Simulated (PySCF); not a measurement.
HN2, SMILES N#[NH+], charge +1. Atoms are numbered in the order given.

```xyz
3

N      0.0000     0.0000     0.6484
N      0.0000     0.0000    -0.4376
H      0.0000     0.0000    -1.4754
```
Charge +1, spin multiplicity 1.

The structure is a stationary point at B3LYP-D3(BJ)/def2-TZVPD. The isomer is the one that the SMILES or the coordinates give; other isomers of the formula were not compared.

Method: HF/pcSseg-2 run with PySCF.

GIAO shieldings, no solvent; atoms alike by connectivity are averaged. δ = σ(ref) − σ: ¹⁵N against NH3 (σ = 262.2 ppm); ¹H against TMS (σ = 31.98 ppm), references at their B3LYP-D3(BJ)/def2-TZVP geometries, non-relativistic.

| atoms | nucleus | count | δ (ppm) |
|---|---|---|---|
| N1 | ¹⁵N | 1 | 365.7 |
| N2 | ¹⁵N | 1 | … |
| H3 | ¹H | 1 | 9.69 |

Problem. Complete the blanks. (The exact figures need the calculation; the answer reports its results.)

Solution. 
- N2, δ (ppm): 239.4
